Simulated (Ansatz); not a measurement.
I need a rigid scan of one bond angle of AlH3O, SMILES [OH][AlH2]. Use Ansatz's Python interface. Use (for the species named): CAM-B3LYP, def2-TZVP basis, multiplicity 1.

```xyz
5

O     0.9780   -1.0187    0.3263
Al   -0.1572    0.3724   -0.2973
H     0.4059   -1.3538    1.0713
H    -1.1865    0.0800   -1.4096
H     0.0098    1.8465    0.2678
```

Script `bend_alh3o.py`:
```python
"""Energy of AlH3O against one bond angle."""

import ansatz as az
from ase import Atoms

atoms = Atoms(["O", "Al", "H", "H", "H"], positions=[
    (0.978, -1.0187, 0.3263),
    (-0.1572, 0.3724, -0.2973),
    (0.4059, -1.3538, 1.0713),
    (-1.1865, 0.08, -1.4096),
    (0.0098, 1.8465, 0.2678),
])

# relax first, so that the scan starts from a minimum
first = (
    az.Crystal.molecule_from_ase(atoms).calculation()
    .basis(gaussian="def2-TZVP")  # the orbital basis, by name
    .functional("cam_b3lyp")
    .relax(force_tolerance=0.02, max_steps=80)
)
atoms.positions = first.run().report["positions_ang"]

rows = []
for angle in [90, 100, 110, 120, 135, 150, 165, 179]:
    bent = atoms.copy()
    bent.set_angle(1, 0, 2, angle, indices=[2])
    calculation = az.Crystal.molecule_from_ase(bent).calculation()
    calculation = calculation.basis(gaussian="def2-TZVP").functional("cam_b3lyp")
    rows.append((angle, calculation.run().report["free_energy_ev"]))
floor = min(e for _, e in rows)
for angle, e in rows:
    print(f"angle Al1-O0-H2 = {angle:3d} deg   {1000 * (e - floor):9.1f} meV")
```

```console
$ python bend_alh3o.py
angle Al1-O0-H2 =  90 deg       354.0 meV
angle Al1-O0-H2 = 100 deg       159.1 meV
angle Al1-O0-H2 = 110 deg        48.0 meV
angle Al1-O0-H2 = 120 deg         0.0 meV
angle Al1-O0-H2 = 135 deg         8.2 meV
angle Al1-O0-H2 = 150 deg        63.8 meV
angle Al1-O0-H2 = 165 deg       119.9 meV
angle Al1-O0-H2 = 179 deg       145.1 meV
```

These settings explore the input space; basis and method may be short of convergence. The scan is rigid, and the energies are electronic, in a modest basis. The zero is the lowest point of the grid, which needn't be the minimum. It ran for 33 s on 1 thread of Arm Neoverse V1, with other jobs on the host, peak memory 0.21 GiB.
